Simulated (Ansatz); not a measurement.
**Forces on a displaced structure**

CH₅BN (SMILES B[NH+]=C) (charge +1), singlet, displaced at random from a GFN2-xTB minimum.

```tsv
atom	x (Å)	y (Å)	z (Å)
B1	-0.8247	0.5872	-0.7106
N2	0.1961	0.3602	0.2420
C3	0.7233	-0.8096	0.5385
H4	-1.4320	-0.2708	-1.2077
H5	-1.3137	1.7025	-0.8962
H6	0.5857	1.1843	0.7043
H7	0.3493	-1.6765	-0.0414
H8	1.5124	-0.9046	1.1644
```

Computed with Ansatz 0.2.0 (basis: def2-TZVPP); correlated methods freeze the cores.

CCSD(T) forces from the calculation:
```csv
atom,Fx,Fy,Fz (eV/Å)
B1,-3.655,1.781,-1.818
N2,2.781,-1.059,2.138
C3,-3.052,0.809,-3.449
H4,0.343,-0.889,-0.207
H5,1.081,-0.726,0.319
H6,0.097,-0.249,0.180
H7,0.100,0.480,0.606
H8,2.305,-0.146,2.231
```

Root-mean-square difference of the force components from those of CCSD(T): PBE0-D4 0.212; wB97M-V 0.145; r2SCAN-D4 0.145; PBE-D4 0.219; BLYP-D4 0.181; wB97X-V 0.154 eV/Å.

T1 diagnostic: at most 0.016. These are differences at one structure, and CCSD(T) in triple zeta is itself an approximation.

For scale, one of the runs: CCSD(T)/def2-TZVPP forces, 163 basis functions (an equivalent command: `ansatz run in.yaml --threads 4`). Hardware: 4 CPU threads, shared host. Wall time 38 s; peak host memory 2.5 GiB.
